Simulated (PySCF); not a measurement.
# Telling isomers of C3H4 apart by NMR

[PySCF 2.14.0 with density-fitted response routines: GFN2-xTB structure; PBE0/pcSseg-1 with gauge-including orbitals; couplings computed with B3LYP/pcJ-1; no solvent model; fast rotation and ring inversion assumed for equivalent nuclei; non-relativistic Hamiltonian; single conformer]

Referencing at the same level of theory: TMS for $^{1}$H (σ = 31.72 ppm) and $^{13}$C (σ = 186.93 ppm). Multiplet labels drop J under 1 Hz and among equivalent protons, and merge close values. Unscaled 3J(H,H) run several per cent high. Shifts are as computed. Against solution values, carbons near 30 ppm lie about +3 ppm off and those near 130 ppm about +5 ppm. Of 1211 compounds with measured shifts, 218 miss one by over three times the rms of a fit or turn the order of signals round; such compounds aren't used in these exercises.

(1) Tabulate the signals of `C#CC`, `C=C=C` and their relative energies.

(2) What is the quickest way to tell C#CC from C=C=C?

Answers

(1) 
| SMILES | carbon types | δC | δH | E rel. (kcal/mol) |
| --- | --- | --- | --- | --- |
| C#CC | 1×C 1×CH 1×CH3 | 84.3, 73.8, 4.3 | 1.96 (d, 3H), 1.18 (q, 1H) | 1.2 |
| C=C=C | 1×C 2×CH2 | 224.9, 77.4 | 4.89 (s, 4H) | 0.0 |

Energies are electronic energies at PBE0/pcSseg-1 on these geometries, without zero-point or thermal terms, each for the one conformer computed, which needn't be the lowest.

(2) Count the carbon signals: 3 against 2. The first has an alkyne carbon (C) at 84.3 ppm, the second a central carbon of an allene (C) at 224.9 ppm. In the proton spectra the most deshielded non-exchanging signals are 1.96 (d, J = 4.1 Hz, 3H) and 4.89 (s, 4H).
